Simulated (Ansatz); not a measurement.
Calculated with Ansatz (gas phase, PBE0-D4/def2-TZVP geometries, no zero-point term in ΔE). CBS: MP2 limit from def2 TZ/QZ plus the TZ coupled-cluster correction, frozen cores. Functionals use def2-TZVPP. B3LYP here is the variant with VWN-RPA as its local correlation; programs differ in this. One conformer a species, not always the lowest.

Reaction (isomerisation): `N=C(O)CCO` → `COC(O)C=N`

```
             level  ΔE (kJ/mol)  difference from CCSD(T)/CBS
            PBE-D4         88.2                          6.8
         r2SCAN-D4         89.0                          7.6
           PBE0-D4         88.7                          7.3
          B3LYP-D4         80.5                         -0.9
           ωB97X-V         80.8                         -0.6
           ωB97M-V         82.8                          1.4
            B2PLYP         80.8                         -0.6
               PBE         87.1                          5.7
            r2SCAN         88.8                          7.4
              PBE0         87.8                          6.4
             B3LYP         78.7                         -2.7
     HF/def2-TZVPP         71.9                         -9.5
    MP2/def2-TZVPP         87.0                          5.6
SCS-MP2/def2-TZVPP         79.8                         -1.6
   CCSD/def2-TZVPP         78.4                         -3.0
CCSD(T)/def2-TZVPP         79.3                         -2.1
     HF/def2-QZVPP         71.6                         -9.8
    MP2/def2-QZVPP         88.1                          6.7
SCS-MP2/def2-QZVPP         81.1                         -0.3
      HF/CBS(def2)         71.6                         -9.8
     MP2/CBS(def2)         89.1                          7.7
    CCSD/CBS(def2)         80.5                         -0.9
       CCSD(T)/CBS         81.4                            0
```

Largest T1 diagnostic among the species: 0.012.

In def2-TZVPP, CCSD(T) changes the Hartree–Fock value by +7.5 kJ/mol (the triples alone add +1.0 kJ/mol) and MP2 by +15.2 kJ/mol.
